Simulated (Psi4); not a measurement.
**SiH2ClF (SMILES FCl.[SiH2]): MP2/jun-cc-pVDZ (density fitting, density fitting for correlation, counterpoise (cp, nocp), fragments set)**

Aim: the interaction energy of SiH2ClF. Input form: a Python script.

Program for the calculation: Psi4 1.11.

12 further runs of the same task are left out: 2 that didn't finish, 10 set aside as unsound or not needed.

### Step 1. The system as given

The species is SiH2ClF (5 atoms), meant as a singlet with charge 0. As SMILES, `FCl.[SiH2]`.

Bond lengths: F1–Cl2 1.682 Å, Si3–H4 1.525 Å, Si3–H5 1.525 Å. Angles: H4–Si3–H5 91.2°.

### Step 2. The interaction energy at MP2/jun-cc-pVDZ (density fitting, density fitting for correlation, counterpoise (cp, nocp), fragments set)

Contents of clfh2si.py:

```python
import psi4

psi4.set_memory('1600 MB')
psi4.set_num_threads(1)
psi4.set_output_file('clfh2si.out', False)

molecule = psi4.geometry("""
0 1
F      0.000000     0.000000    -0.841120
Cl     0.000000     0.000000     0.841120
--
0 1
Si    -3.854220    -1.815930     0.212990
H     -5.140130    -2.467270     0.712030
H     -3.216070    -3.181610    -0.020650
symmetry c1
no_reorient
no_com
""")

psi4.set_options({
    'freeze_core': 'true',
})

e_tot, wfn = psi4.energy('mp2/jun-cc-pVDZ', bsse_type=['cp', 'nocp'], molecule=molecule, return_wfn=True)
print('E =', round(e_tot, 9))
```

On the command line:

```console
python clfh2si.py
```

What values should one expect? Wanted: interaction energy.

Answer, from the run:

Level: MP2/jun-cc-pVDZ (density fitting, density fitting for correlation, counterpoise (cp, nocp), fragments set).

| quantity | value |
| --- | --- |
| interaction energy | 0.26 kJ/mol |
